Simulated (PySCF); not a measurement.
**BH2Cl (SMILES [H]B([H])Cl): B2PLYP/STO-3G**

We compute a single-point energy of BH2Cl. The job is set up through a Python script.

Program for the calculation: PySCF 2.14.0.

8 further runs of the same task are left out: 8 set aside as unsound or not needed.

## Step 1: The system as given

BH2Cl: 4 atoms, total charge 0, spin state singlet. SMILES: `[H]B([H])Cl`. The B1–H3 distance was set to 2.109 Å, away from the relaxed value. At this shape a bond of the SMILES string is far longer than usual.

Bond lengths: B1–Cl4 1.673 Å, B1–H2 1.172 Å. Angles: H2–B1–Cl4 119.1°.

## Step 2: A single-point energy at B2PLYP/STO-3G

Contents of run.py:

```python
from pyscf import gto, dft, mp

molecule = gto.M(
    atom='''
B      0.534467    -0.699324     0.014422
H      1.705247    -0.743024     0.030372
H     -0.512130     1.131590    -0.018950
Cl    -0.332123    -2.130484     0.018662
''',
    max_memory=1860,
    verbose=4,
    spin=0,
    basis='sto-3g',
)

mf = dft.RKS(molecule, xc='0.53*HF + 0.47*B88, 0.73*LYP')
mf.conv_tol = 1e-10
mf.grids.level = 5
mf.kernel()
if not mf.converged:
    mf = mf.newton().run(mf.mo_coeff, mf.mo_occ)

pt = mp.MP2(mf, frozen=6).run()
e_final = mf.e_tot + 0.27 * pt.e_corr
print('PT2 part  %.8f' % (0.27 * pt.e_corr))
print('E = %.10f Eh' % e_final)
```

Run with:

```bash
$ OMP_NUM_THREADS=1 python run.py
```

The program printed:

```text
PySCF version 2.14.0

[INPUT] num. atoms = 4
[INPUT] num. electrons = 24
[INPUT] charge = 0
[INPUT] spin (= nelec alpha-beta = 2S) = 0
[INPUT] symmetry False subgroup None
[INPUT] Mole.unit = angstrom
[INPUT] Symbol           X                Y                Z      unit          X                Y                Z       unit  Magmom
[INPUT]  1 B      0.534467000000  -0.699324000000   0.014422000000 AA    1.009996252618  -1.321530832335   0.027253630168 Bohr   0.0
[INPUT]  2 H      1.705247000000  -0.743024000000   0.030372000000 AA    3.222449804736  -1.404111863979   0.057394761855 Bohr   0.0
[INPUT]  3 H     -0.512130000000   1.131590000000  -0.018950000000 AA   -0.967785440174   2.138395185297  -0.035810310061 Bohr   0.0
[INPUT]  4 Cl    -0.332123000000  -2.130484000000   0.018662000000 AA   -0.627621509669  -4.026031272768   0.035266068937 Bohr   0.0

nuclear repulsion = 36.9822565105345
number of shells = 10
number of NR pGTOs = 48
number of NR cGTOs = 16
basis = sto-3g
ecp = {}

******** <class 'pyscf.dft.rks.RKS'> ********
method = RKS
initial guess = minao
damping factor = 0
level_shift factor = 0
DIIS = <class 'pyscf.scf.diis.CDIIS'>
diis_start_cycle = 1
diis_space = 8
diis_damp = 0
SCF conv_tol = 1e-10
SCF conv_tol_grad = None
SCF max_cycles = 50
direct_scf = True
direct_scf_tol = 1e-13
XC library pyscf.dft.libxc version 7.0.0
    S. Lehtola, C. Steigemann, M. J.T. Oliveira, and M. A.L. Marques.,  SoftwareX 7, 1–5 (2018)
XC functionals = 0.53*HF + 0.47*B88, 0.73*LYP
    A. D. Becke.,  Phys. Rev. A 38, 3098 (1988)
    C. Lee, W. Yang, and R. G. Parr.,  Phys. Rev. B 37, 785 (1988)
    B. Miehlich, A. Savin, H. Stoll, and H. Preuss.,  Chem. Phys. Lett. 157, 200 (1989)
radial grids:
    Treutler-Ahlrichs [JCP 102, 346 (1995); DOI:10.1063/1.469408] (M4) radial grids

becke partition: Becke, JCP 88, 2547 (1988); DOI:10.1063/1.454033
pruning grids: <function nwchem_prune>
grids dens level: 5
symmetrized grids: False
atomic radii adjust function: <function treutler_atomic_radii_adjust>
small_rho_cutoff = 0
Set gradient conv threshold to 1e-05
Initial guess from minao.
tot grids = 133288
init E= -480.22663594063
  HOMO = -0.208126545744944  LUMO = 0.0390699475232626  gap/eV = 6.72656
cycle= 1 E= -480.456854166451  delta_E= -0.23  |g|= 0.335  |ddm|= 2.17
  HOMO = -0.232163836481886  LUMO = -0.00730966060392096  gap/eV = 6.11859
cycle= 2 E= -480.452297390545  delta_E= 0.00456  |g|= 0.363  |ddm|= 1.22
  HOMO = -0.225375077760268  LUMO = 0.0970235400710694  gap/eV = 8.77291
cycle= 3 E= -480.517561216132  delta_E= -0.0653  |g|= 0.0178  |ddm|= 0.666
  HOMO = -0.22754739468218  LUMO = 0.0943200605731053  gap/eV = 8.75846
cycle= 4 E= -480.517775246181  delta_E= -0.000214  |g|= 0.00378  |ddm|= 0.0467
  HOMO = -0.22899222360111  LUMO = 0.095143840985804  gap/eV = 8.82019
cycle= 5 E= -480.517785702218  delta_E= -1.05e-05  |g|= 0.000904  |ddm|= 0.0128
  HOMO = -0.228547622072356  LUMO = 0.0949659662887709  gap/eV = 8.80325
cycle= 6 E= -480.517786289517  delta_E= -5.87e-07  |g|= 8.4e-05  |ddm|= 0.00221
  HOMO = -0.228557883961926  LUMO = 0.094960431514432  gap/eV = 8.80338
cycle= 7 E= -480.517786296166  delta_E= -6.65e-09  |g|= 1.31e-05  |ddm|= 0.000294
  HOMO = -0.228558936057604  LUMO = 0.0949622333149495  gap/eV = 8.80346
cycle= 8 E= -480.517786296314  delta_E= -1.48e-10  |g|= 1.62e-06  |ddm|= 4.64e-05
  HOMO = -0.228558594437035  LUMO = 0.0949620228804906  gap/eV = 8.80344
cycle= 9 E= -480.517786296316  delta_E= -2.05e-12  |g|= 9.63e-08  |ddm|= 5.16e-06
  HOMO = -0.228558586821853  LUMO = 0.0949620272884224  gap/eV = 8.80344
Extra cycle  E= -480.517786296316  delta_E= 2.27e-13  |g|= 2.46e-08  |ddm|= 2.86e-07
converged SCF energy = -480.517786296316

******** <class 'pyscf.mp.mp2.RMP2'> ********
nocc = 6, nmo = 10
frozen orbitals 6
E(RMP2) = -480.628558680653  E_corr = -0.110772384337608
E(SCS-RMP2) = -480.641713769528  E_corr = -0.123927473211999
E_corr(same-spin) = -0.0103839092228426
E_corr(oppo-spin) = -0.100388475114766
PT2 part  -0.02990854
E = -480.5476948401 Eh
```

Run time: 2.2 s. Hardware: 1 thread of Arm Neoverse V1, shared host; peak memory 0.18 GiB.

## Step 3: Results

Level: B2PLYP/STO-3G, 6 core orbitals frozen.

| quantity | value |
| --- | --- |
| total energy | -480.54769 Eh |
| dipole moment (SCF part) | 0.75 D |
| HOMO energy (SCF part's orbitals) | -6.22 eV |
| LUMO energy (SCF part's orbitals) | 2.58 eV |
| HOMO–LUMO gap (SCF part's orbitals) | 8.80 eV |
